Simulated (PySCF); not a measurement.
C₄H₁₂P₂.
Bonds: C1–C2, C2–C3, C2–C4, C2–P5, P5–P6. Hydrogens: H7, H8, H9 on C1; H10, H11, H12 on C3; H13, H14, H15 on C4; H16 on P5; H17, H18 on P6.

Method: PBE0-D3(BJ)/def2-SVP geometry optimisation, gas phase in PySCF 2.14.0; density fitting, grid level 1; the optimiser is geomeTRIC in internal coordinates, started from a GFN2-xTB structure.

Step 0: E = -22900.6544 eV
```
atom  x, y, z in Å  |  force x, y, z in eV/Å
C1      0.1542   -1.2382   -0.9008   -0.109   0.395   0.301
C2     -0.4157   -0.1318   -0.0177   -0.089  -0.115  -0.200
C3     -1.7578   -0.5730    0.5692    0.571   0.223  -0.011
C4     -0.5992    1.1477   -0.8331    0.199  -0.343   0.410
P5      0.7193    0.2689    1.4440   -1.157   0.245   0.422
P6      2.5223    0.8040    0.3832    0.576  -0.373  -1.104
H7     -0.5135   -1.4191   -1.7426   -0.262  -0.115  -0.385
H8      1.1313   -0.9569   -1.2936    0.339   0.023  -0.179
H9      0.2592   -2.1671   -0.3421    0.051  -0.375   0.170
H10    -2.4622   -0.8000   -0.2296   -0.300  -0.113  -0.335
H11    -1.6341   -1.4637    1.1832   -0.040  -0.378   0.245
H12    -2.1807    0.2138    1.1910   -0.241   0.274   0.264
H13    -0.9534    1.9608   -0.1995   -0.147   0.360   0.168
H14     0.3472    1.4472   -1.2869    0.248   0.182  -0.243
H15    -1.3258    0.9893   -1.6287   -0.277  -0.054  -0.344
H16     1.1385   -1.0529    1.6525    0.192  -0.584   0.194
H17     3.2734    0.8018    1.5571    0.517  -0.048   0.640
H18     2.2883    2.1755    0.4827   -0.072   0.796  -0.014
```

Q: Estimate the geometry and energy of step 1. (The exact step hangs on the optimiser's Hessian estimate; all steps are aligned on step 0, rigid shifts and turns removed.)

A: E = -22900.7721 eV, largest force 0.242 eV/Å
```
atom  x, y, z in Å  |  force x, y, z in eV/Å
C1      0.1483   -1.2399   -0.9117    0.014  -0.070  -0.046
C2     -0.4238   -0.1375   -0.0297    0.041   0.023   0.042
C3     -1.7581   -0.5805    0.5713   -0.084  -0.022   0.016
C4     -0.6161    1.1457   -0.8359   -0.026   0.061  -0.051
P5      0.6861    0.2877    1.4507   -0.041  -0.154   0.046
P6      2.5750    0.8189    0.3848    0.131   0.174   0.106
H7     -0.5221   -1.4281   -1.7695    0.018   0.004   0.026
H8      1.1381   -0.9711   -1.3128   -0.013   0.004   0.006
H9      0.2522   -2.1850   -0.3549   -0.002   0.021  -0.013
H10    -2.4780   -0.8128   -0.2337    0.030   0.008   0.031
H11    -1.6465   -1.4874    1.1884    0.007   0.018  -0.019
H12    -2.1992    0.2062    1.2042    0.008  -0.017  -0.017
H13    -0.9816    1.9733   -0.2057   -0.001  -0.019  -0.012
H14     0.3231    1.4697   -1.3143   -0.012  -0.006   0.002
H15    -1.3539    0.9838   -1.6412    0.027   0.001   0.035
H16     1.1217   -1.0576    1.7167   -0.036   0.143  -0.007
H17     3.3541    0.7828    1.5920   -0.087  -0.016  -0.136
H18     2.3721    2.2381    0.4896    0.026  -0.153  -0.009
```

The energy changes by -0.1178 eV. The first-order estimate −F·Δx gives -0.2565 eV and the mean of the old and new forces, exact on a quadratic surface, -0.1208 eV. The step makes an angle of 61° with the force vector and moves no atom by more than 0.105 Å.

What follows is the cost of the whole optimisation. Hardware: an Arm Neoverse V1 with one thread, on a shared host. Cost: 62 s, 0.69 GiB resident at most.
